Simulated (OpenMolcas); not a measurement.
# C2H4O (acetaldehyde): levels of theory compared

We compute a comparison of 6 runs (B3LYP/6-31G*, BLYP/def2-SVPD, M06-L/def2-SVPD, TPSS/def2-SVPD, MP2/def2-SVPD, CCSD(T)/def2-SVPD) of C2H4O (acetaldehyde). 

Program for the calculation: OpenMolcas 26.06.

## Step 1: The structure to begin with

C2H4O: 7 atoms, total charge 0, spin state singlet. SMILES: `CC=O`. Geometry: relaxed at PBE0-D4/def2-TZVP.

Bond lengths: C1–C2 1.494 Å, C2–O3 1.200 Å, C1–H4 1.095 Å, C1–H5 1.089 Å, C1–H6 1.095 Å, C2–H7 1.113 Å. Angles: C1–C2–O3 124.8°, C1–C2–H7 115.0°, O3–C2–H7 120.2°, C2–C1–H4 109.4°, C2–C1–H5 110.9°, C2–C1–H6 109.4°, H4–C1–H5 110.2°, H4–C1–H6 106.5°, H5–C1–H6 110.2°.

## Step 2: Energy and gradient at B3LYP/6-31G(d) (Cartesian functions) (run 1)

Input file mol.xyz:

```xyz
7

C     -0.499870     0.318980    -0.256180
C      0.667960    -0.423170     0.307880
O      1.559240    -0.892950    -0.343730
H     -1.426940    -0.181110     0.041630
H     -0.436060     0.378160    -1.341720
H     -0.535360     1.324010     0.176110
H      0.671030    -0.523920     1.416030
```

Input file test.input:

```
&GATEWAY
 BasLib=$CurrDir
 Coord=mol.xyz
 Basis=6-31Gs
 Group=NoSym

&SEWARD
 GridInput
 Grid=UltraFine
 End of Grid

&SCF
 KSDFT=B3LYP
 Thresholds=1e-10 1e-07 1e-07 1e-05
 PrOrbitals=1

&ALASKA
```

The basis set 6-31G* is read from a file made from the Basis Set Exchange's data (not shown).

Command:

```console
export MOLCAS_MEM=1860
pymolcas test.input > test.log
```

What it wrote:

```text
--- Start Module: gateway ---
[...]
--- Stop Module: gateway /rc=_RC_ALL_IS_WELL_ ---
[...]
      Basis functions           53
[...]
--- Start Module: scf ---
[...]
       Convergence after  13 Iterations
[...]
::    Total KS-DFT energy                            -153.8297602723
[...]
      Total spin, S                                     0.0000000000
[...]
      Total electronic charge=   24.000000
      Total            charge=   -0.000000
[...]
      Dipole Moment (debye):
      Origin of the operator (angstrom)=    0.5728   -0.3300   -0.1041
                   X= -2.1186E+00               Y=  1.1666E+00               Z=  9.9006E-01           Total=  2.6134E+00
      Quadrupole Moment (debye*angstrom):
[...]
 *              Molecular gradients               *
 **************************************************
  Irreducible representation: a
 ------------------------------------------------------------------------------------------
                              X                       Y                       Z
 ------------------------------------------------------------------------------------------
  C1                4.35881351867806E-03   -2.57100795691168E-03   -6.71020103735209E-05
  C2                6.79080593842496E-03   -3.07910841360526E-03   -1.05695919353970E-02
  O3               -1.50547790371842E-02    7.95076401533112E-03    1.08363184460689E-02
  H4                2.52867933986645E-03    6.43986669984109E-04   -4.53209918309661E-05
  H5               -1.89745890561116E-04   -7.59075156188671E-05    2.10021783897307E-03
  H6                6.66440520268985E-04   -2.50859172143203E-03   -3.26857760385213E-04
  H7                8.99785610559381E-04   -3.60135077777435E-04   -1.92766358701135E-03
 ------------------------------------------------------------------------------------------
[...]
```

Wall time 17 s (1 thread of Arm Neoverse V1, shared host); peak memory 0.38 GiB.

## Step 3: Energy and gradient at BLYP/def2-SVPD (run 2)

Input file calc.input:

```
* C2H4O Kohn-Sham DFT

&gateway
 baslib=$CurrDir
 coord
 7
 angstrom
 C       -0.499870       0.318980      -0.256180
 C        0.667960      -0.423170       0.307880
 O        1.559240      -0.892950      -0.343730
 H       -1.426940      -0.181110       0.041630
 H       -0.436060       0.378160      -1.341720
 H       -0.535360       1.324010       0.176110
 H        0.671030      -0.523920       1.416030
 basis=def2-SVPD
 group=NoSym

&seward
 gridinput
 Grid=UltraFine
 End of Grid

&scf
 ksdft=BLYP
 thresholds=1e-10 1e-07 1e-07 1e-05
 prorbitals=1 1

&alaska
```

The basis set def2-SVPD is read from a file made from the Basis Set Exchange's data (not shown).

Command:

```console
export MOLCAS_MEM=1860
pymolcas calc.input > calc.log
```

What it wrote:

```text
--- Start Module: gateway ---
[...]
--- Stop Module: gateway /rc=_RC_ALL_IS_WELL_ ---
[...]
      Basis functions           95
[...]
--- Start Module: scf ---
[...]
       Convergence after  15 Iterations
[...]
::    Total KS-DFT energy                            -153.6748917592
[...]
      Total spin, S                                     0.0000000000
[...]
      Total electronic charge=   24.000000
      Total            charge=   -0.000000
[...]
      Dipole Moment (debye):
      Origin of the operator (angstrom)=    0.5728   -0.3300   -0.1041
                   X= -2.2725E+00               Y=  1.2533E+00               Z=  1.0394E+00           Total=  2.7956E+00
      Quadrupole Moment (debye*angstrom):
[...]
 *              Molecular gradients               *
 **************************************************
  Irreducible representation: a
 ------------------------------------------------------------------------------------------
                              X                       Y                       Z
 ------------------------------------------------------------------------------------------
  C1                1.27261799927414E-03   -8.62350087163399E-04    1.26929497768913E-03
  C2                1.62345074491761E-02   -8.56717230708370E-03   -1.17550868170211E-02
  O3               -2.65750221152441E-02    1.40998703311785E-02    1.83962913984885E-02
  H4                8.39574056762427E-03    3.96852000763870E-03   -2.81840235707320E-03
  H5               -3.49048769925531E-04   -6.43440210849056E-04    9.51065436972875E-03
  H6                8.20927740450679E-04   -8.82750830264722E-03   -3.96176587504393E-03
  H7                2.00277128608178E-04    8.32080568933913E-04   -1.06409856966563E-02
 ------------------------------------------------------------------------------------------
[...]
```

Run time: 43 s. Hardware: 1 thread of Arm Neoverse V1, shared host; peak memory 0.52 GiB.

Runs 3 to 5 aren't shown in full; the table further down has their settings and results.

## Step 4: A single-point energy at CCSD(T)/def2-SVPD (run 6)

Input file calc.inp:

```
&GATEWAY
 BasLib=$CurrDir
 Coord
 7
 angstrom
 C       -0.499870       0.318980      -0.256180
 C        0.667960      -0.423170       0.307880
 O        1.559240      -0.892950      -0.343730
 H       -1.426940      -0.181110       0.041630
 H       -0.436060       0.378160      -1.341720
 H       -0.535360       1.324010       0.176110
 H        0.671030      -0.523920       1.416030
 Basis=def2-SVPD
 Group=NoSym

&SEWARD

&SCF
 Thresholds=1e-10 1e-07 1e-07 1e-05
 PrOrbitals=1 2

&RASSCF
 FileOrb=$Project.ScfOrb
 Spin=1
 Nactel=0 0 0
 Inactive=12
 Ras2=0
 OutOrbitals=Canonical
 OrbListing=NoCore

&MOTRA
 JobIph
 Frozen=3

&CCSDT
 CCT
 Triples=2
 Iterations=80
 Accuracy=1e-08
 Extrapolation=5 4
```

The basis set def2-SVPD is read from a file made from the Basis Set Exchange's data (not shown).

Command:

```console
export MOLCAS_MEM=1860
pymolcas calc.inp > calc.log
```

What it wrote:

```text
--- Start Module: gateway ---
[...]
--- Stop Module: gateway /rc=_RC_ALL_IS_WELL_ ---
[...]
      Basis functions           95
[...]
       Convergence after  14 Iterations
[...]
::    Total SCF energy                               -152.8105610862
[...]
      Total spin, S                                     0.0000000000
[...]
      Number of active orbitals                  0
[...]
      Spin quantum number                      0.0
[...]
      Active orbitals                            0
[...]
      Number of CSFs                             1
[...]
      Number of root(s) required                 1
[...]
      Convergence after  4 iterations
[...]
      Natural orbitals and occupation numbers for root  1
      ************************************************************************************************************************
      *                                                    Final results                                                     *
      ************************************************************************************************************************
[...]
::    RASSCF root number  1 Total energy:   -152.81056109
[...]
      Total electronic charge=   24.000000
      Total            charge=   -0.000000
[...]
      Dipole Moment (debye):
      Origin of the operator (angstrom)=    0.5728   -0.3300   -0.1041
                   X= -2.6052E+00               Y=  1.4220E+00               Z=  1.3576E+00           Total=  3.2638E+00
      Quadrupole Moment (debye*angstrom):
[...]
--- Start Module: motra ---
[...]
--- Stop Module: motra /rc=_RC_ALL_IS_WELL_ ---
[...]
--- Start Module: ccsdt ---
[...]
      Convergence after                    17  Iterations
      Total energy (diff) :    -153.31251389      -0.00000000
[...]
 METHOD                       : CCSD+T(CCSD)+<T3(1)WT1> = CCSD(T)
[...]
       CCSD     =      -153.3125138945832
[...]
```

Wall time 68 s (1 thread of Arm Neoverse V1, shared host); peak memory 0.52 GiB.

## Step 5: Overview of the runs

```tsv
run	level	Cartesian functions	task	energy (Eh)	dipole moment (D) of the reference	HOMO energy (eV)	LUMO energy (eV)	wall time
1	B3LYP/6-31G* (Cartesian functions)	yes	gradient	-153.829760	2.61	-6.92	-0.49	17 s
2	BLYP/def2-SVPD	no	gradient	-153.674892	2.80	-5.91	-1.90	43 s
3	M06-L/def2-SVPD	no	gradient	-153.703516	2.83	-6.24	-1.59	61 s
4	TPSS/def2-SVPD	no	gradient	-153.751315	2.79	-6.06	-1.79	58 s
5	MP2/def2-SVPD	no	energy	-153.285846	3.26	-11.69	2.61	8.7 s
6	CCSD(T)/def2-SVPD	no	energy	-153.329588	3.26	-11.69	2.61	68 s
```

## Step 6: Outcome

| quantity | value |
| --- | --- |
| run 6: total energy | -153.32959 Eh |
| run 6: dipole moment (mean-field density) | 3.26 D |
| run 6: HOMO energy (Hartree–Fock orbitals) | -11.69 eV |
| run 6: LUMO energy (Hartree–Fock orbitals) | 2.61 eV |
| run 6: HOMO–LUMO gap (Hartree–Fock orbitals) | 14.30 eV |
| run 6: correlation energy (3 core orbitals frozen) | -519.0 mEh |
| run 6: (T) correction | -17.07 mEh |

What this shows: Over runs 1, 2, 3, 4 the dipole moment (its size) runs from 2.61 D (B3LYP/6-31G*) to 2.83 D (M06-L/def2-SVPD). The two ends differ in method and basis. Over runs 1, 2, 3, 4 the HOMO–LUMO gap runs from 4.01 eV (BLYP/def2-SVPD) to 6.43 eV (B3LYP/6-31G*). Totals of different functionals can't be ranked against each other. All runs together took 4.2 min, the longest 68 s.
